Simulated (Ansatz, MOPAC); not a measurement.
Process, species as SMILES: C(=O)OC [methyl formate] + H+ → [OH+]=COC (at O, the best of the heteroatom sites tried; carbon was not tried)

Wanted: proton affinity (enthalpy at 298 K), in kcal/mol. Positive where the reaction releases energy. Set-up: six Cartesian d functions in 6-31G* and its kin unless marked 5d; non-relativistic; no spin-orbit coupling; no dispersion term unless named; frozen cores in correlated levels; 6-311+G** with 5d. Basis-set limits of correlation are two-point, X^-3; Hartree-Fock from the larger set. The bracket is a focal-point correction in the basis named. First-principles rows: single points at B3LYP-D3(BJ) geometries (Ansatz, an electronic-structure program), with unscaled harmonic terms from B3LYP/6-31G* at its own minima. Semi-empirical rows: MOPAC heats of formation at their own minima for 298 K, the proton's as measured.

Coupled cluster (Ansatz) is a level with limits of its own, used here on species with T1 under 0.025 (0.045 for open shells) and stable references: RI-MP2/CBS(cc-pVTZ,cc-pVQZ)+[CCSD(T)-MP2]/cc-pVTZ.

Value to compare with, RI-MP2/CBS(cc-pVTZ,cc-pVQZ)+[CCSD(T)-MP2]/cc-pVTZ (Ansatz): 187.5 kcal/mol.

```csv
level,program,proton affinity (enthalpy at 298 K) (kcal/mol),difference
PM3,MOPAC,180.1,-7.4
MNDO,MOPAC,191.2,3.7
HF/STO-3G,Ansatz,239.3,51.8
HF/3-21G,Ansatz,192.8,5.3
HF/6-311+G**,Ansatz,192.5,5.0
B3LYP/3-21G,Ansatz,189.7,2.2
B3LYP/6-31G*,Ansatz,188.1,0.6
PBE0/6-311+G**,Ansatz,187.0,-0.5
MP2/STO-3G,Ansatz,240.3,52.8
wB97M-V/def2-TZVPD,Ansatz,185.5,-2.0
wB97X-V/def2-TZVPD,Ansatz,188.4,0.9
```

Among the 9 habitual levels, MP2/STO-3G lies farthest from RI-MP2/CBS(cc-pVTZ,cc-pVQZ)+[CCSD(T)-MP2]/cc-pVTZ (Ansatz) (52.8 kcal/mol); 7 of 9 lie above it, and their mean absolute difference is 14.4 kcal/mol, the median 5.0. One case shows no general order.

The levels are drawn from those run, B3LYP/6-31G* more often than the rest, none by its result; runs whose electronic state is in doubt are left out.
